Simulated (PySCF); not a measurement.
# Working out the ionisation energy of B

B [He] 2s2 2p1 (2P) → B⁺ [He] 2s2 (1S). Calculation: PySCF 2.14, in aug-cc-pwCVDZ (5s4p2d, 27 functions); the non-relativistic Hamiltonian (point nucleus). Frozen: 1s2. Energies in hartree (1 hartree = 27.21139 eV):

```json
{"part": "UHF", "B (lower)": "-24.530581", "B⁺ (upper)": "-24.235833"}
{"part": "CCSD correlation", "B (lower)": "-0.061087", "B⁺ (upper)": "-0.059744"}
{"part": "(T)", "B (lower)": "-0.000936", "B⁺ (upper)": "0.000000"}
```

Problem. What does Hartree-Fock give?

Solution. (-24.235833) − (-24.530581) = 0.294748 hartree = 8.021 eV.

Problem. What do CCSD and CCSD(T) give?

Solution. The CCSD correlation energies differ by 0.001343 hartree = 0.037 eV and the triples by 0.000936 hartree = 0.025 eV, so CCSD gives 8.058 eV and CCSD(T) 8.083 eV.

Measured between the centres of the two terms (NIST): 8.297 eV, so CCSD(T) (valence) is off by -0.214 eV.

A double-zeta basis recovers only part of the correlation energy.

The coupled-cluster amplitudes are large, so a single reference is strained.

What remains against the reference includes basis incompleteness, the frozen core and higher excitations.
